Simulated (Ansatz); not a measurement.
**H₂S (triplet): wave-function methods side by side at distance H1–H2 along a hydrogen transfer = 1.012 Å, cc-pVTZ**

How much of the correlation energy of H₂S (triplet) does each wave-function method recover here?

The runs use Ansatz 0.2.0, Gaussian basis; cc-pVTZ, correlated electrons: outside noble gas.

To be run: UHF; CCSD(T) on ROHF; CCSD(T) on UHF; BCCD(T) on ROHF; CISD; CCSDT(Q) on ROHF; CCSDT(Q) on UHF; CASSCF and NEVPT2, 4 electrons in 4 orbitals; CASSCF and MRCISD+Q, 8 electrons in 6 orbitals; CASSCF and NEVPT2, 8 electrons in 6 orbitals.

## (1) The geometry

The geometry derives from fragments relaxed apart (PBE0/def2-TZVP) and kept rigid, so it is no stationary point. A hydrogen atom is moved between rigid fragments.

3 atoms, charge 0, spin multiplicity 3.

Atoms are counted from 1 here; the program's logs count them from 0.

No contacts short enough for the rule that draws bonds.

In the tables R marks a restricted open-shell determinant and U an unrestricted one; 'pair' is the active space of 4 electrons in 4 orbitals; 'valence' is the active space of 8 electrons in 6 orbitals; correlation energies count from the lowest restricted Hartree-Fock solution.

## (2) UHF

in.yaml

```yaml
crystal:
  periodic: [false, false, false]
  atoms:
    - {symbol: H, position_ang: [0.000000, 0.000000, -1.253333]}
    - {symbol: H, position_ang: [0.000000, 0.000000, -0.241333]}
    - {symbol: S, position_ang: [0.000000, 0.000000, 1.494667]}
basis:
  gaussian: {orbitals: cc-pVTZ}
magnetization: {spin_polarized: true, initial_magnetization: 2}
hamiltonian: {xc: hf}
output: {orbitals: {seedname: orbitals}}
```

On the command line:

```sh
$ ansatz run in.yaml --threads 1 --pin off --events-out ev --progress --plain --max-ram 2393MiB
```

After this run come: CCSD(T) on ROHF; CCSD(T) on UHF; BCCD(T) on ROHF; CISD; CCSDT(Q) on ROHF; CCSDT(Q) on UHF; CASSCF and NEVPT2, 4 electrons in 4 orbitals; CASSCF and MRCISD+Q, 8 electrons in 6 orbitals; CASSCF and NEVPT2, 8 electrons in 6 orbitals.

Q: Predict the results of all the runs planned. Wanted: correlation energy, UCCSDT(Q); RMP2 from UCCSDT(Q); UMP2 from UCCSDT(Q); RCCSD from UCCSDT(Q); RCCSD(T) from UCCSDT(Q); UCCSD(T) from UCCSDT(Q); RCCSDT(Q) from UCCSDT(Q); NEVPT2 pair from UCCSDT(Q); NEVPT2 valence from UCCSDT(Q).

As calculated:

| quantity | value |
| --- | --- |
| correlation energy, UCCSDT(Q) | -5.7575 eV |
| RMP2 from UCCSDT(Q) | +1053.8 meV |
| UMP2 from UCCSDT(Q) | +1090.5 meV |
| RCCSD from UCCSDT(Q) | +219.8 meV |
| RCCSD(T) from UCCSDT(Q) | +33.6 meV |
| UCCSD(T) from UCCSDT(Q) | +34.1 meV |
| RCCSDT(Q) from UCCSDT(Q) | +1.2 meV |
| NEVPT2 pair from UCCSDT(Q) | +897.6 meV |
| NEVPT2 valence from UCCSDT(Q) | +1174.8 meV |
| MRCISD+Q valence from UCCSDT(Q) | +51.9 meV |
| levels of the table within 1 kcal/mol (43 meV) | RCCSD(T), UCCSD(T), BCCD(T), RCCSDT, UCCSDT, RCCSDT(Q) |
| T1 diagnostic | 0.032 |
| effectively unpaired electrons | 2.02 |

In words: RCCSD(T) lands +33.6 meV from the yardstick (0.6 % of the correlation energy). One determinant dominates. Of the multireference levels listed MRCISD+Q valence comes nearest in total energy (+51.9 meV), which doesn't show that its space is the better one. These misses are within one basis, not against nature; the frozen cores of restricted and unrestricted runs differ, which can shift their rows.
